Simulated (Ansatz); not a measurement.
A run of Ansatz (development build ahead of 0.2.0) on singlet Si₂H₆ at this shape:

```xyz
8

Si    0.0000    0.0000   -1.2671
Si    0.0000    0.0000    1.2671
H     0.0000   -1.5158   -1.8249
H    -1.3128    0.7579   -1.8249
H     1.3128    0.7579   -1.8249
H     0.0000    1.5158    1.8249
H    -1.3128   -0.7579    1.8249
H     1.3128   -0.7579    1.8249
```

Its results:

```yaml
Converged: yes
Total_energy: -581.33321 hartree
Spin_squared_of_the_determinant: 0.000
```

Q: Which input gives this output? Name the method, the orbitals and the basis set, and write the input.

A: RHF in cc-pVTZ. An unrestricted run that stays on the closed shell gives the same numbers.

```yaml
crystal:
  periodic: [false, false, false]
  atoms:
    - { symbol: Si, position_ang: [0.0, 0.0, -1.2671] }
    - { symbol: Si, position_ang: [0.0, 0.0, 1.2671] }
    - { symbol: H, position_ang: [0.0, -1.51585, -1.8249] }
    - { symbol: H, position_ang: [-1.31276, 0.75793, -1.8249] }
    - { symbol: H, position_ang: [1.31276, 0.75793, -1.8249] }
    - { symbol: H, position_ang: [0.0, 1.51585, 1.8249] }
    - { symbol: H, position_ang: [-1.31276, -0.75793, 1.8249] }
    - { symbol: H, position_ang: [1.31276, -0.75793, 1.8249] }
basis:
  gaussian: { orbitals: cc-pVTZ }
hamiltonian:
  xc: hf
```

Caution: no unrestricted run beside it, a lower state can exist.
